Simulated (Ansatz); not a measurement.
Reaction (SMILES): [SiH3] (SiH3) → 3 H atom + Si atom
B3LYP-D3(BJ)/def2-TZVP geometries, fixed; electronic energies without zero-point terms.

Basis-set convergence of the atomisation energy at HF with Ansatz (an electronic-structure program). Cartesian d functions, on some or all atoms, in 6-31G*, 6-31+G*, 6-311G**, 6-311+G**; all else is spherical. Open shells are unrestricted. No added dispersion term, no relativity. Functions are those of the species that has most. Reference: the value in aug-pcseg-3, 180.64 kcal/mol, itself unsure by roughly 0.05 kcal/mol (its mean distance from aug-cc-pV(Q+d)Z, def2-QZVPPD, pcseg-3). Deviations are taken from unrounded values.

```csv
basis,functions,atomisation energy (kcal/mol)
6-31G*,25,175.44
6-31+G*,29,175.83
def2-SVP,33,177.63
def2-SVPD,48,178.46
pcseg-1,33,179.28
aug-pcseg-1,54,179.39
cc-pV(D+d)Z,38,177.08
aug-cc-pV(D+d)Z,59,176.97
6-311G**,45,177.06
6-311+G**,49,177.13
def2-TZVP,55,179.86
def2-TZVPD,70,179.95
pcseg-2,76,179.91
aug-pcseg-2,119,180.48
cc-pV(T+d)Z,81,179.88
aug-cc-pV(T+d)Z,124,179.93
def2-TZVPP,84,180.16
def2-TZVPPD,99,180.25
cc-pV(Q+d)Z,154,180.66
aug-cc-pV(Q+d)Z,227,180.70
def2-QZVPP,160,180.63
def2-QZVPPD,175,180.64
pcseg-3,163,180.56
aug-pcseg-3,236,180.64
```

What the diffuse functions change, pair by pair:
- 6-31G* to 6-31+G*: 4 more functions, deviation -5.20 to -4.81 kcal/mol
- def2-SVP to def2-SVPD: 15 more functions, deviation -3.01 to -2.18 kcal/mol
- pcseg-1 to aug-pcseg-1: 21 more functions, deviation -1.36 to -1.25 kcal/mol
- cc-pV(D+d)Z to aug-cc-pV(D+d)Z: 21 more functions, deviation -3.56 to -3.67 kcal/mol
- 6-311G** to 6-311+G**: 4 more functions, deviation -3.58 to -3.51 kcal/mol
- def2-TZVP to def2-TZVPD: 15 more functions, deviation -0.78 to -0.69 kcal/mol
- pcseg-2 to aug-pcseg-2: 43 more functions, deviation -0.73 to -0.16 kcal/mol
- cc-pV(T+d)Z to aug-cc-pV(T+d)Z: 43 more functions, deviation -0.76 to -0.72 kcal/mol
- def2-TZVPP to def2-TZVPPD: 15 more functions, deviation -0.48 to -0.39 kcal/mol
- cc-pV(Q+d)Z to aug-cc-pV(Q+d)Z: 73 more functions, deviation 0.02 to 0.06 kcal/mol
- def2-QZVPP to def2-QZVPPD: 15 more functions, deviation -0.01 to 0.00 kcal/mol
- pcseg-3 to aug-pcseg-3: 73 more functions, deviation -0.08 to 0.00 kcal/mol

Leaving out the reference's own pair, they bring the value nearer the reference by more than 0.05 kcal/mol in 8 of 11 pairs.
